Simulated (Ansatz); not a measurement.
# BH3 (triplet): B97M-V, PBE0 over a scan of the distance B1–H3, cc-pVDZ

Aim: run BH3 (triplet) with these functionals over a scan of the distance B1–H3, and hold them against the top wave-function level at the same points.

Computed with Ansatz 0.2.0, Gaussian basis. Level: cc-pVDZ, all electrons in the functionals.

To be run: B97M-V, PBE0, at 0.934 Å; 1.059 Å; 1.186 Å; 1.307 Å; 1.473 Å; 1.624 Å; 1.902 Å; 2.185 Å; 2.644 Å; 3.153 Å; 4.080 Å.

16 further runs of the same task are left out: 15 that didn't finish, 1 set aside as unsound or not needed.

**1. What is computed**

The geometry derives from a PBE0/def2-TZVP stationary point (not a proven minimum). One bond is set to the value named and the two fragments are kept rigid.

4 atoms, charge 0, spin multiplicity 3.

Atoms are counted from 1 here; the program's logs count them from 0.

Bond lengths: B1–H2 1.281 Å, B1–H3 1.186 Å, B1–H4 1.281 Å. Angles: H2–B1–H3 117.7°, H2–B1–H4 49.8°, H3–B1–H4 117.7°.

No dispersion term is added; B97M-V holds VV10 nonlocal correlation.

The geometry shown and the zero of energy belong to the point 1.186 Å. The yardstick, FCI, and other wave-function levels (R restricted, U unrestricted, valence and pair active spaces) come from earlier runs.

**2. B97M-V, 0.934 Å**

in.yaml

```yaml
crystal:
  periodic: [false, false, false]
  atoms:
    - {symbol: B, position_ang: [-0.103660, 0.000008, 0.103614]}
    - {symbol: H, position_ang: [0.322650, 0.539087, -0.977325]}
    - {symbol: H, position_ang: [0.466618, -0.000037, 0.843303]}
    - {symbol: H, position_ang: [0.322567, -0.539134, -0.977326]}
basis:
  gaussian: {orbitals: cc-pVDZ}
magnetization: {spin_polarized: true, initial_magnetization: 2}
hamiltonian: {xc: {name: B97M-V}}
```

Started as:

```console
ansatz run in.yaml --threads 1 --pin off --events-out ev --progress --plain --max-ram 2393MiB
```

The log of the run:

```text
Functional definition: B97M-V
  name "B97M-V"
  cite "Mardirossian & Head-Gordon, J. Chem. Phys. 142, 074111 (2015) doi:10.1063/1.4907719"
  cite "Becke, J. Chem. Phys. 107, 8554 (1997) doi:10.1063/1.475007"
  cite "Vydrov & Van Voorhis, J. Chem. Phys. 133, 244103 (2010) doi:10.1063/1.3521275"
  # Of w^i u^j: cxij and so on, Table III.
  parameter cx00 = 1.000
  parameter cx01 = 1.308
  parameter cx02 = 1.901
  parameter cx10 = 0.416
  parameter cx11 = 3.070
  parameter css00 = 1.000
  parameter css02 = -1.855
  parameter css10 = -5.668
  parameter css32 = -20.497
  parameter css42 = -20.364
  parameter cos00 = 1.000
  parameter cos01 = 1.573
  parameter cos03 = -6.298
  parameter cos10 = 2.535
  parameter cos32 = -6.427
  parameter b = 6.0
  parameter c = 0.01
  gx(w, u) = cx00 + cx01*u + cx02*u^2 + (cx10 + cx11*u)*w
  gss(w, u) = css00 + css02*u^2 + css10*w + (css32*w^3 + css42*w^4)*u^2
  gos(w, u) = cos00 + cos01*u + cos03*u^3 + cos10*w + cos32*w^3*u^2
  exchange = spin_sum(e_x_unif_s*gx(b97_w, b97_u_x))
  correlation = spin_sum(e_c_pw_mod_same_spin*gss(b97_w, b97_u_same))
      + integral(e_c_pw_mod_opposite_spin*gos(b97_w_opposite, b97_u_opposite)) + vv10(b, c)
328 factors; their error is unknown
mean field evaluation 1: about -717.5256 eV, gradient 1.3e1 eV
mean field evaluation 2: about -718.0525 eV, gradient 1.1e1 eV
mean field evaluation 4: about -718.9658 eV, gradient 2.7e-1 eV
mean field evaluation 8: about -718.9536 eV, gradient 6.5e-3 eV
mean field -718.95358374 eV, -26.4210568780 hartree, gradient 4.0e-5 eV, S^2 2.002673; 0 other end points of the search recorded, 0 dependent functions left out
reference -718.95362372 eV, -26.4210583476 hartree; 5, 3 occupied and 24, 26 virtual orbitals, 328 factors
Total energy: -718.95362372 eV, -26.4210583476 hartree
```

Wall time 1.4 s (1 thread of Arm Neoverse V2, shared host).

From the report: ⟨S²⟩ of the determinant 2.003 (pure triplet: 2.00).

**3. B97M-V, 1.059 Å**

in.yaml

```yaml
crystal:
  periodic: [false, false, false]
  atoms:
    - {symbol: B, position_ang: [-0.109220, 0.000008, 0.096402]}
    - {symbol: H, position_ang: [0.317090, 0.539087, -0.984537]}
    - {symbol: H, position_ang: [0.537379, -0.000042, 0.935086]}
    - {symbol: H, position_ang: [0.317007, -0.539134, -0.984538]}
basis:
  gaussian: {orbitals: cc-pVDZ}
magnetization: {spin_polarized: true, initial_magnetization: 2}
hamiltonian: {xc: {name: B97M-V}}
```

Same command.

The log of the run, shortened:

```text
Functional definition: B97M-V
  name "B97M-V"
  cite "Mardirossian & Head-Gordon, J. Chem. Phys. 142, 074111 (2015) doi:10.1063/1.4907719"
  cite "Becke, J. Chem. Phys. 107, 8554 (1997) doi:10.1063/1.475007"
  cite "Vydrov & Van Voorhis, J. Chem. Phys. 133, 244103 (2010) doi:10.1063/1.3521275"
  # Of w^i u^j: cxij and so on, Table III.
[...]
  gx(w, u) = cx00 + cx01*u + cx02*u^2 + (cx10 + cx11*u)*w
  gss(w, u) = css00 + css02*u^2 + css10*w + (css32*w^3 + css42*w^4)*u^2
  gos(w, u) = cos00 + cos01*u + cos03*u^3 + cos10*w + cos32*w^3*u^2
[...]
      + integral(e_c_pw_mod_opposite_spin*gos(b97_w_opposite, b97_u_opposite)) + vv10(b, c)
328 factors; their error is unknown
[...]
mean field -720.01285026 eV, -26.4599842050 hartree, gradient 1.8e-5 eV, S^2 2.003084; 0 other end points of the search recorded, 0 dependent functions left out
reference -720.01289010 eV, -26.4599856690 hartree; 5, 3 occupied and 24, 26 virtual orbitals, 328 factors
Total energy: -720.01289010 eV, -26.4599856690 hartree
```

Run time: 1.4 s. Hardware: 1 thread of Arm Neoverse V2, shared host.

From the report: ⟨S²⟩ of the determinant 2.003 (pure triplet: 2.00).

**4. B97M-V, 1.186 Å**

in.yaml

```yaml
crystal:
  periodic: [false, false, false]
  atoms:
    - {symbol: B, position_ang: [-0.114887, 0.000009, 0.089052]}
    - {symbol: H, position_ang: [0.311423, 0.539087, -0.991887]}
    - {symbol: H, position_ang: [0.609492, -0.000048, 1.028622]}
    - {symbol: H, position_ang: [0.311340, -0.539134, -0.991888]}
basis:
  gaussian: {orbitals: cc-pVDZ}
magnetization: {spin_polarized: true, initial_magnetization: 2}
hamiltonian: {xc: {name: B97M-V}}
```

The command is unchanged.

The log of the run, shortened:

```text
Functional definition: B97M-V
  name "B97M-V"
  cite "Mardirossian & Head-Gordon, J. Chem. Phys. 142, 074111 (2015) doi:10.1063/1.4907719"
  cite "Becke, J. Chem. Phys. 107, 8554 (1997) doi:10.1063/1.475007"
  cite "Vydrov & Van Voorhis, J. Chem. Phys. 133, 244103 (2010) doi:10.1063/1.3521275"
  # Of w^i u^j: cxij and so on, Table III.
[...]
  gx(w, u) = cx00 + cx01*u + cx02*u^2 + (cx10 + cx11*u)*w
  gss(w, u) = css00 + css02*u^2 + css10*w + (css32*w^3 + css42*w^4)*u^2
  gos(w, u) = cos00 + cos01*u + cos03*u^3 + cos10*w + cos32*w^3*u^2
[...]
      + integral(e_c_pw_mod_opposite_spin*gos(b97_w_opposite, b97_u_opposite)) + vv10(b, c)
328 factors; their error is unknown
[...]
mean field -720.30109758 eV, -26.4705770986 hartree, gradient 1.8e-5 eV, S^2 2.003579; 0 other end points of the search recorded, 0 dependent functions left out
reference -720.30113736 eV, -26.4705785605 hartree; 5, 3 occupied and 24, 26 virtual orbitals, 328 factors
Total energy: -720.30113736 eV, -26.4705785605 hartree
```

Wall time 1.6 s (1 thread of Arm Neoverse V2, shared host).

From the report: ⟨S²⟩ of the determinant 2.004 (pure triplet: 2.00).

**5. B97M-V, 1.307 Å**

in.yaml

```yaml
crystal:
  periodic: [false, false, false]
  atoms:
    - {symbol: B, position_ang: [-0.120252, 0.000009, 0.082093]}
    - {symbol: H, position_ang: [0.306058, 0.539088, -0.998846]}
    - {symbol: H, position_ang: [0.677770, -0.000053, 1.117182]}
    - {symbol: H, position_ang: [0.305975, -0.539133, -0.998847]}
basis:
  gaussian: {orbitals: cc-pVDZ}
magnetization: {spin_polarized: true, initial_magnetization: 2}
hamiltonian: {xc: {name: B97M-V}}
```

Launched as before.

The log of the run, shortened:

```text
Functional definition: B97M-V
  name "B97M-V"
  cite "Mardirossian & Head-Gordon, J. Chem. Phys. 142, 074111 (2015) doi:10.1063/1.4907719"
  cite "Becke, J. Chem. Phys. 107, 8554 (1997) doi:10.1063/1.475007"
  cite "Vydrov & Van Voorhis, J. Chem. Phys. 133, 244103 (2010) doi:10.1063/1.3521275"
  # Of w^i u^j: cxij and so on, Table III.
[...]
  gx(w, u) = cx00 + cx01*u + cx02*u^2 + (cx10 + cx11*u)*w
  gss(w, u) = css00 + css02*u^2 + css10*w + (css32*w^3 + css42*w^4)*u^2
  gos(w, u) = cos00 + cos01*u + cos03*u^3 + cos10*w + cos32*w^3*u^2
[...]
      + integral(e_c_pw_mod_opposite_spin*gos(b97_w_opposite, b97_u_opposite)) + vv10(b, c)
328 factors; their error is unknown
[...]
mean field -720.17968183 eV, -26.4661151520 hartree, gradient 2.7e-5 eV, S^2 2.004253; 0 other end points of the search recorded, 0 dependent functions left out
reference -720.17972156 eV, -26.4661166121 hartree; 5, 3 occupied and 24, 26 virtual orbitals, 328 factors
Total energy: -720.17972156 eV, -26.4661166121 hartree
```

It took 1.6 s on 1 thread of Arm Neoverse V2, shared host.

From the report: ⟨S²⟩ of the determinant 2.004 (pure triplet: 2.00).

From 1.186 Å: +0.121 eV.

**6. B97M-V, 1.473 Å**

in.yaml

```yaml
crystal:
  periodic: [false, false, false]
  atoms:
    - {symbol: B, position_ang: [-0.127636, 0.000010, 0.072515]}
    - {symbol: H, position_ang: [0.298674, 0.539088, -1.008424]}
    - {symbol: H, position_ang: [0.771741, -0.000061, 1.239069]}
    - {symbol: H, position_ang: [0.298591, -0.539133, -1.008425]}
basis:
  gaussian: {orbitals: cc-pVDZ}
magnetization: {spin_polarized: true, initial_magnetization: 2}
hamiltonian: {xc: {name: B97M-V}}
```

The command is unchanged.

The log of the run, shortened:

```text
Functional definition: B97M-V
  name "B97M-V"
  cite "Mardirossian & Head-Gordon, J. Chem. Phys. 142, 074111 (2015) doi:10.1063/1.4907719"
  cite "Becke, J. Chem. Phys. 107, 8554 (1997) doi:10.1063/1.475007"
  cite "Vydrov & Van Voorhis, J. Chem. Phys. 133, 244103 (2010) doi:10.1063/1.3521275"
  # Of w^i u^j: cxij and so on, Table III.
[...]
  gx(w, u) = cx00 + cx01*u + cx02*u^2 + (cx10 + cx11*u)*w
  gss(w, u) = css00 + css02*u^2 + css10*w + (css32*w^3 + css42*w^4)*u^2
  gos(w, u) = cos00 + cos01*u + cos03*u^3 + cos10*w + cos32*w^3*u^2
[...]
      + integral(e_c_pw_mod_opposite_spin*gos(b97_w_opposite, b97_u_opposite)) + vv10(b, c)
328 factors; their error is unknown
[...]
mean field -719.71201781 eV, -26.4489288163 hartree, gradient 5.3e-5 eV, S^2 2.005609; 0 other end points of the search recorded, 0 dependent functions left out
reference -719.71205776 eV, -26.4489302844 hartree; 5, 3 occupied and 24, 26 virtual orbitals, 328 factors
Total energy: -719.71205776 eV, -26.4489302844 hartree
```

Run time: 1.4 s. Hardware: 1 thread of Arm Neoverse V2, shared host.

From the report: ⟨S²⟩ of the determinant 2.006 (pure triplet: 2.00).

From 1.186 Å: +0.589 eV.

**7. B97M-V, 1.624 Å**

in.yaml

```yaml
crystal:
  periodic: [false, false, false]
  atoms:
    - {symbol: B, position_ang: [-0.134353, 0.000010, 0.063802]}
    - {symbol: H, position_ang: [0.291957, 0.539089, -1.017137]}
    - {symbol: H, position_ang: [0.857221, -0.000067, 1.349943]}
    - {symbol: H, position_ang: [0.291874, -0.539132, -1.017138]}
basis:
  gaussian: {orbitals: cc-pVDZ}
magnetization: {spin_polarized: true, initial_magnetization: 2}
hamiltonian: {xc: {name: B97M-V}}
```

Launched as before.

The log of the run, shortened:

```text
Functional definition: B97M-V
  name "B97M-V"
  cite "Mardirossian & Head-Gordon, J. Chem. Phys. 142, 074111 (2015) doi:10.1063/1.4907719"
  cite "Becke, J. Chem. Phys. 107, 8554 (1997) doi:10.1063/1.475007"
  cite "Vydrov & Van Voorhis, J. Chem. Phys. 133, 244103 (2010) doi:10.1063/1.3521275"
  # Of w^i u^j: cxij and so on, Table III.
[...]
  gx(w, u) = cx00 + cx01*u + cx02*u^2 + (cx10 + cx11*u)*w
  gss(w, u) = css00 + css02*u^2 + css10*w + (css32*w^3 + css42*w^4)*u^2
  gos(w, u) = cos00 + cos01*u + cos03*u^3 + cos10*w + cos32*w^3*u^2
[...]
      + integral(e_c_pw_mod_opposite_spin*gos(b97_w_opposite, b97_u_opposite)) + vv10(b, c)
328 factors; their error is unknown
[...]
mean field -719.16845132 eV, -26.4289531162 hartree, gradient 2.7e-5 eV, S^2 2.007101; 0 other end points of the search recorded, 0 dependent functions left out
reference -719.16849167 eV, -26.4289545988 hartree; 5, 3 occupied and 24, 26 virtual orbitals, 328 factors
Total energy: -719.16849167 eV, -26.4289545988 hartree
```

Run time: 1.6 s. Hardware: 1 thread of Arm Neoverse V2, shared host.

From the report: ⟨S²⟩ of the determinant 2.007 (pure triplet: 2.00).

From 1.186 Å: +1.133 eV.

**8. B97M-V, 1.902 Å**

in.yaml

```yaml
crystal:
  periodic: [false, false, false]
  atoms:
    - {symbol: B, position_ang: [-0.146720, 0.000011, 0.047762]}
    - {symbol: H, position_ang: [0.279590, 0.539090, -1.033177]}
    - {symbol: H, position_ang: [1.014594, -0.000080, 1.554067]}
    - {symbol: H, position_ang: [0.279507, -0.539131, -1.033178]}
basis:
  gaussian: {orbitals: cc-pVDZ}
magnetization: {spin_polarized: true, initial_magnetization: 2}
hamiltonian: {xc: {name: B97M-V}}
```

Launched as before.

The log of the run, shortened:

```text
Functional definition: B97M-V
  name "B97M-V"
  cite "Mardirossian & Head-Gordon, J. Chem. Phys. 142, 074111 (2015) doi:10.1063/1.4907719"
  cite "Becke, J. Chem. Phys. 107, 8554 (1997) doi:10.1063/1.475007"
  cite "Vydrov & Van Voorhis, J. Chem. Phys. 133, 244103 (2010) doi:10.1063/1.3521275"
  # Of w^i u^j: cxij and so on, Table III.
[...]
  gx(w, u) = cx00 + cx01*u + cx02*u^2 + (cx10 + cx11*u)*w
  gss(w, u) = css00 + css02*u^2 + css10*w + (css32*w^3 + css42*w^4)*u^2
  gos(w, u) = cos00 + cos01*u + cos03*u^3 + cos10*w + cos32*w^3*u^2
[...]
      + integral(e_c_pw_mod_opposite_spin*gos(b97_w_opposite, b97_u_opposite)) + vv10(b, c)
328 factors; their error is unknown
[...]
mean field -718.15267976 eV, -26.3916241998 hartree, gradient 3.0e-5 eV, S^2 2.009036; 0 other end points of the search recorded, 0 dependent functions left out
reference -718.15272093 eV, -26.3916257128 hartree; 5, 3 occupied and 24, 26 virtual orbitals, 328 factors
Total energy: -718.15272093 eV, -26.3916257128 hartree
```

Wall time 1.7 s (1 thread of Arm Neoverse V2, shared host).

From the report: ⟨S²⟩ of the determinant 2.009 (pure triplet: 2.00).

From 1.186 Å: +2.148 eV.

**9. B97M-V, 2.185 Å**

in.yaml

```yaml
crystal:
  periodic: [false, false, false]
  atoms:
    - {symbol: B, position_ang: [-0.159309, 0.000012, 0.031433]}
    - {symbol: H, position_ang: [0.267001, 0.539091, -1.049506]}
    - {symbol: H, position_ang: [1.174798, -0.000092, 1.761862]}
    - {symbol: H, position_ang: [0.266918, -0.539130, -1.049507]}
basis:
  gaussian: {orbitals: cc-pVDZ}
magnetization: {spin_polarized: true, initial_magnetization: 2}
hamiltonian: {xc: {name: B97M-V}}
```

The command is unchanged.

The log of the run, shortened:

```text
Functional definition: B97M-V
  name "B97M-V"
  cite "Mardirossian & Head-Gordon, J. Chem. Phys. 142, 074111 (2015) doi:10.1063/1.4907719"
  cite "Becke, J. Chem. Phys. 107, 8554 (1997) doi:10.1063/1.475007"
  cite "Vydrov & Van Voorhis, J. Chem. Phys. 133, 244103 (2010) doi:10.1063/1.3521275"
  # Of w^i u^j: cxij and so on, Table III.
[...]
  gx(w, u) = cx00 + cx01*u + cx02*u^2 + (cx10 + cx11*u)*w
  gss(w, u) = css00 + css02*u^2 + css10*w + (css32*w^3 + css42*w^4)*u^2
  gos(w, u) = cos00 + cos01*u + cos03*u^3 + cos10*w + cos32*w^3*u^2
[...]
      + integral(e_c_pw_mod_opposite_spin*gos(b97_w_opposite, b97_u_opposite)) + vv10(b, c)
328 factors; their error is unknown
[...]
mean field -717.26842641 eV, -26.3591284887 hartree, gradient 1.7e-5 eV, S^2 2.003058; 6 other end points of the search recorded, 0 dependent functions left out
reference -717.26846810 eV, -26.3591300207 hartree; 5, 3 occupied and 24, 26 virtual orbitals, 328 factors
Total energy: -717.26846810 eV, -26.3591300207 hartree
```

Run time: 3.9 s. Hardware: 1 thread of Arm Neoverse V2, shared host.

From the report: ⟨S²⟩ of the determinant 2.003 (pure triplet: 2.00).

From 1.186 Å: +3.033 eV.

**10. B97M-V, 2.644 Å**

in.yaml

```yaml
crystal:
  periodic: [false, false, false]
  atoms:
    - {symbol: B, position_ang: [-0.179727, 0.000014, 0.004950]}
    - {symbol: H, position_ang: [0.246583, 0.539093, -1.075989]}
    - {symbol: H, position_ang: [1.434634, -0.000112, 2.098888]}
    - {symbol: H, position_ang: [0.246500, -0.539128, -1.075990]}
basis:
  gaussian: {orbitals: cc-pVDZ}
magnetization: {spin_polarized: true, initial_magnetization: 2}
hamiltonian: {xc: {name: B97M-V}}
```

Launched as before.

The log of the run, shortened:

```text
Functional definition: B97M-V
  name "B97M-V"
  cite "Mardirossian & Head-Gordon, J. Chem. Phys. 142, 074111 (2015) doi:10.1063/1.4907719"
  cite "Becke, J. Chem. Phys. 107, 8554 (1997) doi:10.1063/1.475007"
  cite "Vydrov & Van Voorhis, J. Chem. Phys. 133, 244103 (2010) doi:10.1063/1.3521275"
  # Of w^i u^j: cxij and so on, Table III.
[...]
  gx(w, u) = cx00 + cx01*u + cx02*u^2 + (cx10 + cx11*u)*w
  gss(w, u) = css00 + css02*u^2 + css10*w + (css32*w^3 + css42*w^4)*u^2
  gos(w, u) = cos00 + cos01*u + cos03*u^3 + cos10*w + cos32*w^3*u^2
[...]
      + integral(e_c_pw_mod_opposite_spin*gos(b97_w_opposite, b97_u_opposite)) + vv10(b, c)
328 factors; their error is unknown
[...]
mean field -716.47416501 eV, -26.3299399206 hartree, gradient 3.5e-6 eV, S^2 2.114441; 4 other end points of the search recorded, 0 dependent functions left out
reference -716.47420813 eV, -26.3299415050 hartree; 5, 3 occupied and 24, 26 virtual orbitals, 328 factors
Total energy: -716.47420813 eV, -26.3299415050 hartree
```

Wall time 6 s (1 thread of Arm Neoverse V2, shared host).

From the report: ⟨S²⟩ of the determinant 2.114 (pure triplet: 2.00).

From 1.186 Å: +3.827 eV.

**11. B97M-V, 3.153 Å**

in.yaml

```yaml
crystal:
  periodic: [false, false, false]
  atoms:
    - {symbol: B, position_ang: [-0.202369, 0.000016, -0.024419]}
    - {symbol: H, position_ang: [0.223941, 0.539094, -1.105358]}
    - {symbol: H, position_ang: [1.722774, -0.000135, 2.472626]}
    - {symbol: H, position_ang: [0.223858, -0.539127, -1.105359]}
basis:
  gaussian: {orbitals: cc-pVDZ}
magnetization: {spin_polarized: true, initial_magnetization: 2}
hamiltonian: {xc: {name: B97M-V}}
```

The command is unchanged.

The log of the run, shortened:

```text
Functional definition: B97M-V
  name "B97M-V"
  cite "Mardirossian & Head-Gordon, J. Chem. Phys. 142, 074111 (2015) doi:10.1063/1.4907719"
  cite "Becke, J. Chem. Phys. 107, 8554 (1997) doi:10.1063/1.475007"
  cite "Vydrov & Van Voorhis, J. Chem. Phys. 133, 244103 (2010) doi:10.1063/1.3521275"
  # Of w^i u^j: cxij and so on, Table III.
[...]
  gx(w, u) = cx00 + cx01*u + cx02*u^2 + (cx10 + cx11*u)*w
  gss(w, u) = css00 + css02*u^2 + css10*w + (css32*w^3 + css42*w^4)*u^2
  gos(w, u) = cos00 + cos01*u + cos03*u^3 + cos10*w + cos32*w^3*u^2
[...]
      + integral(e_c_pw_mod_opposite_spin*gos(b97_w_opposite, b97_u_opposite)) + vv10(b, c)
328 factors; their error is unknown
[...]
mean field -716.23147000 eV, -26.3210210435 hartree, gradient 5.6e-6 eV, S^2 2.052626; 10 other end points of the search recorded, 0 dependent functions left out
reference -716.23151553 eV, -26.3210227165 hartree; 5, 3 occupied and 24, 26 virtual orbitals, 328 factors
Total energy: -716.23151553 eV, -26.3210227165 hartree
```

Run time: 9 s. Hardware: 1 thread of Arm Neoverse V2, shared host.

From the report: ⟨S²⟩ of the determinant 2.053 (pure triplet: 2.00).

From 1.186 Å: +4.070 eV.

**12. B97M-V, 4.080 Å**

in.yaml

```yaml
crystal:
  periodic: [false, false, false]
  atoms:
    - {symbol: B, position_ang: [-0.243605, 0.000019, -0.077905]}
    - {symbol: H, position_ang: [0.182705, 0.539098, -1.158844]}
    - {symbol: H, position_ang: [2.247541, -0.000176, 3.153285]}
    - {symbol: H, position_ang: [0.182622, -0.539123, -1.158845]}
basis:
  gaussian: {orbitals: cc-pVDZ}
magnetization: {spin_polarized: true, initial_magnetization: 2}
hamiltonian: {xc: {name: B97M-V}}
```

The command is unchanged.

The log of the run, shortened:

```text
Functional definition: B97M-V
  name "B97M-V"
  cite "Mardirossian & Head-Gordon, J. Chem. Phys. 142, 074111 (2015) doi:10.1063/1.4907719"
  cite "Becke, J. Chem. Phys. 107, 8554 (1997) doi:10.1063/1.475007"
  cite "Vydrov & Van Voorhis, J. Chem. Phys. 133, 244103 (2010) doi:10.1063/1.3521275"
  # Of w^i u^j: cxij and so on, Table III.
[...]
  gx(w, u) = cx00 + cx01*u + cx02*u^2 + (cx10 + cx11*u)*w
  gss(w, u) = css00 + css02*u^2 + css10*w + (css32*w^3 + css42*w^4)*u^2
  gos(w, u) = cos00 + cos01*u + cos03*u^3 + cos10*w + cos32*w^3*u^2
[...]
      + integral(e_c_pw_mod_opposite_spin*gos(b97_w_opposite, b97_u_opposite)) + vv10(b, c)
328 factors; their error is unknown
[...]
mean field -716.21094648 eV, -26.3202668180 hartree, gradient 9.1e-6 eV, S^2 2.004443; 9 other end points of the search recorded, 0 dependent functions left out
reference -716.21100699 eV, -26.3202690415 hartree; 5, 3 occupied and 24, 26 virtual orbitals, 328 factors
Total energy: -716.21100699 eV, -26.3202690415 hartree
```

Run time: 14 s. Hardware: 1 thread of Arm Neoverse V2, shared host.

From the report: ⟨S²⟩ of the determinant 2.004 (pure triplet: 2.00).

From 1.186 Å: +4.090 eV.

**13. PBE0, 0.934 Å**

in.yaml

```yaml
crystal:
  periodic: [false, false, false]
  atoms:
    - {symbol: B, position_ang: [-0.103660, 0.000008, 0.103614]}
    - {symbol: H, position_ang: [0.322650, 0.539087, -0.977325]}
    - {symbol: H, position_ang: [0.466618, -0.000037, 0.843303]}
    - {symbol: H, position_ang: [0.322567, -0.539134, -0.977326]}
basis:
  gaussian: {orbitals: cc-pVDZ}
magnetization: {spin_polarized: true, initial_magnetization: 2}
hamiltonian: {xc: {name: PBE0}}
output: {forces: true, orbitals: {seedname: orbitals}}
```

Launched as before.

The log of the run, shortened:

```text
Functional definition: PBE0
  name "PBE0"
  cite "Adamo & Barone, J. Chem. Phys. 110, 6158 (1999) doi:10.1063/1.478522"
  cite "Perdew, Burke & Ernzerhof, Phys. Rev. Lett. 77, 3865 (1996) doi:10.1103/PhysRevLett.77.3865"
  parent pbe
[...]
261 factors; integrals over basis functions are off by at most 1.2e-3 eV
[...]
mean field -717.71448773 eV, -26.3755209398 hartree, gradient 4.6e-6 eV, S^2 2.002654; 0 other end points of the search recorded, 0 dependent functions left out
[...]
reference -717.71450891 eV, -26.3755217180 hartree; 5, 3 occupied and 24, 26 virtual orbitals, 261 factors
Total energy: -717.71450891 eV, -26.3755217180 hartree
Atom 0 at    -0.103660     0.000008     0.103614 Å, force    -8.007702     0.000630   -10.309362 eV/Å
Atom 1 at     0.322650     0.539087    -0.977325 Å, force    -0.000342     0.132036    -0.157242 eV/Å
Atom 2 at     0.466618    -0.000037     0.843303 Å, force     8.008406    -0.000630    10.623846 eV/Å
Atom 3 at     0.322567    -0.539134    -0.977326 Å, force    -0.000362    -0.132036    -0.157242 eV/Å
Dipole moment:     0.201840    -0.000015    -0.244390 e Å
```

Run time: 0.39 s. Hardware: 1 thread of Arm Neoverse V2, shared host.

From the report: ⟨S²⟩ of the determinant 2.003 (pure triplet: 2.00).

[end of part 1 of 2]
